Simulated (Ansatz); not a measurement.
## Reading a saddle point

A first-order saddle point of AlNH6, singlet, PBE0-D4/def2-TZVP, with one imaginary mode of 1276i cm⁻¹:

Al1  (-0.360, -0.740, 0.425)
N2  (-0.100, 0.847, -0.588)
H3  (-0.538, -2.050, -0.448)
H4  (-0.994, -0.504, 1.858)
H5  (1.043, 0.289, 0.012)
H6  (1.421, -0.447, 0.582)
H7  (-0.101, 0.847, -1.598)
H8  (-0.369, 1.757, -0.242)
(Å)

Computed with Ansatz 0.2.0 (basis: def2-TZVPP and def2-QZVPP); correlated methods freeze the cores. Extrapolation: Hartree–Fock as exp(−7.88 √X), correlation as X^−2.97.

Which contacts change along the imaginary mode, and what lies on either side? (A judgement: the text doesn't fix the answer.)

By the calculation: The step is AlNH₄ ([NH2][AlH2]) + H₂ → AlH₃ + NH₃ (still joined by a long Al–N bond), with the molecules in contact on both sides. Shortening one way: Al1–H6, N2–H5; lengthening the same way: Al1–N2, H5–H6.
```json
{"pair": "Al1–H6", "one side (Å)": "2.69", "saddle (Å)": "1.81", "other side (Å)": "1.60"}
{"pair": "N2–H5", "one side (Å)": "3.09", "saddle (Å)": "1.41", "other side (Å)": "1.01"}
{"pair": "Al1–N2", "one side (Å)": "1.77", "saddle (Å)": "1.90", "other side (Å)": "2.06"}
{"pair": "H5–H6", "one side (Å)": "0.75", "saddle (Å)": "1.00", "other side (Å)": "3.02"}
```

Which side is lower, and how far does the saddle lie above each? (An estimate is asked for; the value comes from the calculation.)

Computed: The side with Al1–H6, N2–H5 short is lower by 0.393 eV; the saddle lies 1.386 eV above it and 0.992 eV above the other (CCSD(T) at an estimated basis limit (MP2 extrapolated from triple and quadruple zeta, plus CCSD(T) − MP2 in triple zeta); electronic energies).

No T1 diagnostic of these runs exceeds 0.013.

Labels in which every atom is bracketed show which atoms are joined, not bond orders.

For scale, one of the runs: CCSD(T)/def2-TZVPP, 157 basis functions, launched by `ansatz run in.yaml --threads 2 --pin off --events-out ev --progress --plain --max-ram 4352MiB`. Hardware: 2 CPU threads of an Arm Neoverse V1, shared host. Wall time 10 s; peak host memory 1 GiB.
